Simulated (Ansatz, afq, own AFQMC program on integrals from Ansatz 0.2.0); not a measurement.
## SiH₂Br, doublet in cc-pVTZ, levels against CCSDT(Q)

```xyz
4

Br   -2.4049    0.3699    0.0000
H    -0.5219    0.3699    0.0000
Si    1.2651    0.3699    0.0000
H     1.6616   -1.1096    0.0000
```

Connectivity, by distances: Br ··· SiH, 1 bridging H.

Basis cc-pVTZ. Only valence electrons are correlated. Ansatz 0.2.0 and our own AFQMC program on the same integrals; the CISD trial comes from CCSD amplitudes, and released means the phaseless constraint is let go. ± is one standard error of the sampling. No spin–orbit coupling.

Determinant: ROHF, the one that the program's search chose, which needn't be the lowest solution. The geometry is a point of a scan.

No full CI on the walks' own integrals is used here; CCSDT(Q) serves as the reference and is uncertain by about the last step of the cluster series.

Cautions: no relativity below Rb; no spin-orbit coupling; inner d shell frozen; higher spins were not checked; a spin-contaminated unrestricted determinant lies lower (UHF 361 meV lower, ⟨S²⟩ 1.10).

The T1 diagnostic is 0.0282 and the weight of the determinant in the CISD state is 0.828. The size of the correlated space is 13 electrons in 86 orbitals.

| level | correlation energy (eV) |
| --- | --- |
| MP2 | -7.5046 |
| CCSD | -8.6019 |
| CCSD(T) | -8.9309 |

(1) Estimate where phaseless AFQMC with a CISD trial lies against CCSD(T) on the same integrals.

(1) 2.9 ± 0.7 kJ/mol below CCSD(T).

Reference: CCSDT(Q), correlation energy -8.988 eV. The released energy is read at 2.40 1/Eh (meV from the phaseless value at times in 1/Eh: -6 ± 5 at 0.24, -6 ± 6 at 0.51, -16 ± 8 at 0.99, -29 ± 7 at 1.62, -26 ± 10 at 2.40).

```
         level  E − E(reference) (kJ/mol)  share of correlation (%)
       CCSD(T)                        5.5                     99.37
         CCSDT                        1.6                     99.81
 ph-AFQMC/CISD                  2.6 ± 0.7                     99.70
released AFQMC                  0.1 ± 0.9                     99.98
```

A walk keeps the symmetry of its determinant, which the program's search chose and which needn't be the lowest solution, so a lower state of the same spin and another symmetry isn't excluded. Released energies are given only where the last usable release times agree within the noise; a slower fall can still hide under it.
